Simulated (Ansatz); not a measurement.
Input file:

```yaml
crystal:
  periodic: [false, false, false]
  atoms:
    - {symbol: B, position_ang: [0.000000, 0.000000, 0.115089]}
    - {symbol: B, position_ang: [0.000000, 0.000000, -1.407623]}
    - {symbol: H, position_ang: [0.000000, 0.000000, 1.292533]}
basis:
  gaussian: {orbitals: cc-pVDZ}
total_charge: 1
magnetization: {spin_polarized: false}
hamiltonian: {xc: hf}
output: {forces: true, orbitals: {seedname: orbitals}}
```

```sh
$ ansatz run in.yaml --threads 1 --pin off --events-out ev --progress --plain --max-ram 2393MiB
```

Log:

```
308 factors; integrals over basis functions are off by at most 1.3e-3 eV
mean field evaluation 1: about -1343.2146 eV, gradient 1.0e1 eV
mean field evaluation 2: about -1343.2136 eV, gradient 1.0e1 eV
mean field evaluation 4: about -1343.7144 eV, gradient 4.9e-1 eV
mean field evaluation 8: about -1343.7170 eV, gradient 3.2e-6 eV
mean field evaluation 16: about -1343.7556 eV, gradient 1.9e-2 eV
mean field evaluation 32: about -1343.1840 eV, gradient 2.3e0 eV
mean field evaluation 64: about -1342.4139 eV, gradient 1.1e1 eV
mean field -1343.75556989 eV, -49.3821063631 hartree, gradient 1.5e-5 eV, S^2 0.000000; 6 other end points of the search recorded, 0 dependent functions left out
the calculation of the forces begins
reference -1343.75556989 eV, -49.3821063631 hartree; 5, 5 occupied and 28, 28 virtual orbitals, 308 factors
WARN: the results are in doubt because the forces break the atoms' symmetry
Total energy: -1343.75556989 eV, -49.3821063631 hartree
Atom 0 at     0.000000     0.000000     0.115089 Å, force    -1.310866     0.000000     8.082875 eV/Å
Atom 1 at     0.000000     0.000000    -1.407623 Å, force     0.571623    -0.000000    -8.084326 eV/Å
Atom 2 at     0.000000     0.000000     1.292533 Å, force     0.739242     0.000000     0.001451 eV/Å
Dipole moment:    -0.219989    -0.000000     0.660221 e Å
In doubt: the forces break the atoms' symmetry
```

Ran on 1 thread of Intel Xeon, shared host: 0.67 s wall, 0.07 GiB peak host memory.
